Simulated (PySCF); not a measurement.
Core-level binding energies of MgF2

Compound: MgF₂.
Geometry (PBE0-D3(BJ)/def2-SVP, Å), atoms numbered from 1 in this order:
```xyz
3
MgF2 angstrom
Mg    -0.0012   -0.0007    0.0000
F      0.0020    0.0020    1.7526
F     -0.0008   -0.0013   -1.7526
```

Theory: PySCF, delta-SCF UKS SCAN, pcX-2 on the ionised atom, pcseg-1 elsewhere, spin-free X2C. Each binding energy is the total energy of the core-ionised species, with the hole localised on one atom, minus that of the ground state; both are solved self-consistently, so orbital relaxation is included.

Question: Give the core binding energies atom by atom.

Answer: 
```tsv
atom(s)	environment	level	binding energy (eV)	count
F2/F3	fluorine bonded to Mg	F 1s	690.59	2
Mg1	magnesium bonded to 2 F	Mg 1s	1313.65	1
```

Question: Which photon energy gives electrons from Mg 1s of Mg1 a kinetic energy of 20 eV, and what is their de Broglie wavelength?

Answer: hν = 1313.65 + 20 = 1333.65 eV, recoil neglected; λ = 12.264 Å/√(E/eV) = 2.74 Å.

Atoms equivalent by their bonding share one computed value, that of the first of them. Geometry: PBE0-D3(BJ)/def2-SVP; no solvent, vibrations or thermal averaging.

Time: 1.7 s of wall time. Hardware: Arm Neoverse V2, one thread, no GPU, shared host.
